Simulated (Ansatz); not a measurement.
# Phonon frequency of some elemental solids other than molecular ones, all diamond-structure

Method: HSE06 (plane waves, PAW; Ansatz, an electronic-structure program). References are measured values at room or unstated temperature, uncorrected unless marked, so that the deviations hold thermal and zero-point effects besides the level's error. The table is a random draw of 10 from 15 values with such references.

Values in cm⁻¹.

```json
[
 {"solid": "diamond-structure Si (L TA)", "reference": "114", "HSE06": "117", "deviation (%)": "+2.6"},
 {"solid": "diamond (L TA)", "reference": "550 (547–564)", "HSE06": "563", "deviation (%)": "+2.4"},
 {"solid": "diamond-structure Si (L LA)", "reference": "378", "HSE06": "387", "deviation (%)": "+2.4"},
 {"solid": "diamond-structure Ge (L LA)", "reference": "222", "HSE06": "224", "deviation (%)": "+0.9"},
 {"solid": "diamond (L LO)", "reference": "1241", "HSE06": "1296", "deviation (%)": "+4.4"},
 {"solid": "diamond-structure Ge (X TA)", "reference": "80", "HSE06": "83", "deviation (%)": "+3.8"},
 {"solid": "diamond-structure Si (X TA)", "reference": "150", "HSE06": "155", "deviation (%)": "+3.3"},
 {"solid": "diamond-structure Ge (L TO)", "reference": "290", "HSE06": "287", "deviation (%)": "-1.0"},
 {"solid": "diamond-structure Ge (L TA)", "reference": "63", "HSE06": "65", "deviation (%)": "+3.2"},
 {"solid": "diamond (X TA)", "reference": "807", "HSE06": "806", "deviation (%)": "-0.1"}
]
```

Over these 10 values the mean deviation is +2.2 %, the mean absolute deviation 2.4 % (median 2.5 %), and the worst case diamond (L LO) at +4.4 %; the value is too high in 8 of 10 cases. Over all 15, from unrounded values, the mean deviation is +2.2 % and the mean absolute deviation 2.6 % (median 2.4 %).

Brackets give the range of the sources taken for a reference, where it is wide; it can hold other temperatures.

Differences are worked out from the printed values.

Each level is taken at its own relaxed cell. Ansatz's density-functional and Hartree–Fock values are scalar-relativistic unless marked +SOC, with PAW data made under PBE.

Not in this set, of the elemental solids other than molecular ones with a reference value in our tables and a result at some level: 16 for no value at HSE06 (not run, a failed fit, an unstable or unbound cell, or a value held back for tests); 4 for a structure that the level left (HSE06); 4 for a reference of another kind, counted apart. These can be a level's best or worst cases. Solids without a released value at any level aren't counted. Layered and molecular crystals are counted apart. The metals Ce to Yb are counted apart.

References as tabulated in Giannozzi et al., Phys. Rev. B (1991); Yang et al. (2021), arXiv:2106.07201; arXiv:cond-mat/0412643.
